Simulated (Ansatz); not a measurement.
Molecule: C5H4N, net charge 0, doublet state. It need not be the lowest isomer of its formula. 
Coordinates optimised at B3LYP-D3(BJ)/def2-TZVP (Ansatz, a quantum-chemistry and plane-wave program):
```
C
H 1 1.0828
C 1 1.3911 2 120.66
N 3 1.3313 1 123.94 2 -180.00
C 4 1.3420 3 118.57 1 0.00
C 5 1.3736 4 119.38 3 0.00
C 6 1.3690 5 123.95 4 0.00
H 5 1.0828 4 117.21 3 -180.00
H 7 1.0831 6 122.66 5 180.00
H 3 1.0846 4 115.91 5 -180.00
```
Charge 0, spin multiplicity 2.

Property: atomisation energy (electronic, to ground-state atoms), in kcal/mol. Valence correlation only, unless marked. Open shells are spin-unrestricted. No spin-orbit coupling. No relativistic terms. The coupled-cluster limit lacks core correlation, which all-electron functionals hold. CBS(X,Y): correlation extrapolated as X^-3; Hartree-Fock from the larger set. [CCSD(T)-MP2]/basis is that difference in the basis named.

| level | program | atomisation energy (kcal/mol) |
|---|---|---|
| RI-HF/cc-pVQZ | Ansatz | 802.3 |
| PBE0/STO-3G | Ansatz | 1263.4 |
| HSE06-D4/def2-TZVPD | Ansatz + dftd4 | 1145.3 |
| CAM-B3LYP-D4/def2-TZVPD | Ansatz + dftd4 | 1126.2 |
| B2GP-PLYP-D3(BJ)/def2-TZVPD | Ansatz + dftd3 | 1111.1 |
| RI-MP2/cc-pVTZ | Ansatz | 1091.1 |
| RI-MP2/CBS(cc-pVTZ,cc-pVQZ) | Ansatz | 1121.8 |

Problem. Estimate the value at RI-MP2/CBS(cc-pVTZ,cc-pVQZ)+[CCSD(T)-MP2]/cc-pVDZ as computed with Ansatz.

Solution. 1109.6 kcal/mol
